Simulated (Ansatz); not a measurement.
Input file:

```yaml
crystal:
  periodic: [false, false, false]
  atoms:
    - {symbol: Si, position_ang: [0.000000, 0.000000, 0.000000]}
    - {symbol: H, position_ang: [0.000000, 0.000000, 1.559400]}
basis:
  gaussian: {orbitals: aug-cc-pVTZ}
total_charge: -1
correlation: {method: fic_mrcisd_q, electrons: outside_noble_gas, active_space: {window: {electrons: 6, orbitals: 5}, shells: [{species: H, l: s, shell: 1}, {species: Si, l: s, shell: 3}, {species: Si, l: p, shell: 3}]}}
```

```sh
$ ansatz run in.yaml --threads 1 --pin off --events-out ev --progress --plain --max-ram 2393MiB
```

(1) Roughly how long does this take on 1 thread of Arm Neoverse V1, shared host, and how much host memory?

```
780 factors; integrals over basis functions are off by at most 2.4e-7 eV
mean field evaluation 1: about -7874.0525 eV, gradient 1.3e1 eV
mean field evaluation 2: about -7874.0494 eV, gradient 1.3e1 eV
mean field evaluation 4: about -7875.4291 eV, gradient 1.5e0 eV
mean field evaluation 8: about -7875.4516 eV, gradient 3.7e-4 eV
mean field evaluation 16: about -7866.3435 eV, gradient 1.3e1 eV
mean field evaluation 32: about -7875.4516 eV, gradient 3.1e-5 eV
mean field evaluation 64: about -7867.8148 eV, gradient 6.3e-1 eV
mean field -7875.45157661 eV, -289.4175072678 hartree, gradient 1.3e-6 eV, S^2 0.000000; 7 other end points of the search recorded, 0 dependent functions left out; unrestricted orbitals would lower it
reference -7875.45157661 eV, -289.4175072678 hartree; 8, 8 occupied and 65, 65 virtual orbitals, 780 factors
state -7876.30873645 eV, -289.4490073105 hartree
contracted CI cycle   1: correlation 0.00000000 eV, 0.0000000000 hartree, residual 1.18e1 eV
contracted CI cycle   2: correlation -2.67599941 eV, -0.0983411646 hartree, residual 3.11e0 eV
contracted CI cycle   3: correlation -2.85578401 eV, -0.1049481267 hartree, residual 9.03e-1 eV
contracted CI cycle   4: correlation -2.87334391 eV, -0.1055934412 hartree, residual 3.02e-1 eV
contracted CI cycle   5: correlation -2.87495764 eV, -0.1056527446 hartree, residual 1.09e-1 eV
contracted CI cycle   6: correlation -2.87517990 eV, -0.1056609124 hartree, residual 4.06e-2 eV
contracted CI cycle   7: correlation -2.87521563 eV, -0.1056622255 hartree, residual 1.63e-2 eV
contracted CI cycle   8: correlation -2.87522234 eV, -0.1056624722 hartree, residual 7.71e-3 eV
contracted CI cycle   9: correlation -2.87522365 eV, -0.1056625202 hartree, residual 3.44e-3 eV
contracted CI cycle  10: correlation -2.87522389 eV, -0.1056625292 hartree, residual 1.53e-3 eV
contracted CI cycle  11: correlation -2.87522394 eV, -0.1056625310 hartree, residual 6.78e-4 eV
state -7876.30873645 eV, -289.4490073105 hartree; corrected -7879.44677598 eV, -289.5643281364 hartree
Total energy: -7879.44677598 eV, -289.5643281364 hartree
Checks for a lower state left out: starts, orbital_swaps
```

## Answers

(1) 2.4 s wall and 0.18 GiB.
